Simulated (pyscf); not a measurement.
A first-order saddle from PySCF, ωB97X-D3(BJ)/def2-SVP:

```xyz
9

C     -1.1561    -1.1353     0.5807
C     -2.3237    -0.8414     0.3784
H     -0.2713    -1.5985     0.9879
H     -3.3129    -0.5099     0.1124
C      0.2125     0.1406    -0.8073
C     -0.0805     1.4235    -0.8499
H      0.9876    -0.4679    -1.2832
H     -0.9328     1.8319    -0.2919
H      0.5142     2.1354    -1.4422
```
Charge 0, spin multiplicity 2.

Surface: doublet, charge 0. Lowest wavenumbers (cm⁻¹): 419i, 44, 150, 229, 325.

Problem. Name the species on either side of this saddle.

Solution. `[CH]#[CH]` + `[CH]=[CH2]` [doublet] ⇌ `[CH]=[CH][CH]=[CH2]` [doublet], an addition read from left to right: none broken and C–C formed. At CCSD(T)/def2-TZVPP + ΔMP2(QZVPP) it lies +24.1 kJ/mol from the left side and +195.5 kJ/mol from the right (each side as separated species at their lowest minima found). On the product side the descent ends in a point that may be a rotor saddle (no frequency run), 9.6 kJ/mol over the lowest minimum found and 199.2 kJ/mol under the saddle at ωB97X-D3(BJ)/def2-TZVP. At ωB97X-D3(BJ)/def2-TZVP the barrier from the zero used here is 15.6 kJ/mol. •HC=CH–CH=CH₂ lies 47.1 kJ/mol over its isomer •HC=C=CH–CH₃ (electronic energy, ωB97M-D3(BJ)/def2-TZVP). One saddle was located; it need not be the lowest between these sides. The CCSD(T) − MP2 part came from Ansatz, without density fitting, on the same reference. An open-shell T1 diagnostic exceeds 0.045. A UHF reference is spin-contaminated (<S²> up to 1.26), which harms MP2 most.
